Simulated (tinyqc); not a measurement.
Worked calculation: UHF in the sto-6g basis, for H2O, spin multiplicity 3. One step of it, computed by the program tinyqc.

Question. Iteration 2: DIIS coefficients. Solve [B -1; -1 0][c; lambda] = [0; -1] for the coefficients, which sum to one.

B (overlaps of the stored error matrices):
```
                1               2
1   2.4465266e+00  -3.8515133e-02
2  -3.8515133e-02   9.5499007e-03
```

Give: DIIS coefficients.

Answer.

DIIS coefficients: 0.0190  0.9810
